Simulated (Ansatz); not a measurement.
Si2H4⁻. Charge -1, multiplicity 2. Geometry PBE-D4/def2-TZVP, that of the neutral singlet; atoms count from 1.

```xyz
6

Si    0.645    0.701   -0.523
Si   -0.645   -0.701    0.523
H    -0.753   -0.605    2.009
H     0.752    0.605   -2.009
H    -0.708   -2.113    0.041
H     0.708    2.113   -0.040
```

The highest occupied level of the charge -1 doublet lies above zero (up to 1.15 eV). By energy differences its removal costs 0.61 eV (vertical, to the charge 0 singlet, at PBE0-D4/def2-TZVPD); a positive level beside a positive removal energy at the same level points to self-interaction error. The structure comes from a short search, and lower isomers may exist.

(1) Estimate the Mulliken populations from the PBE0/def2-TZVPD orbitals of Ansatz.

(2) Where does the spin sit?

(3) And the Mayer bond orders between bonded heavy atoms (over 0.3)?

Results:

(1) 
| atom | charge (e) | spin (α − β) |
| --- | --- | --- |
| Si1 | -0.45 | 0.52 |
| Si2 | -0.45 | 0.52 |
| H3 | -0.03 | -0.01 |
| H4 | -0.03 | -0.01 |
| H5 | -0.03 | -0.01 |
| H6 | -0.03 | -0.01 |
Mulliken values and Mayer orders depend strongly on the basis. With diffuse functions, as here, like atoms can get unlike values, and bond orders can come out too low or too high.

(2) Summed by element: Si 1.03, H -0.03, of 1 unpaired in all. Largest on single atoms: Si2 0.52, Si1 0.52, H3 -0.01.

(3) Si1–Si2 1.61 (2.17 Å).
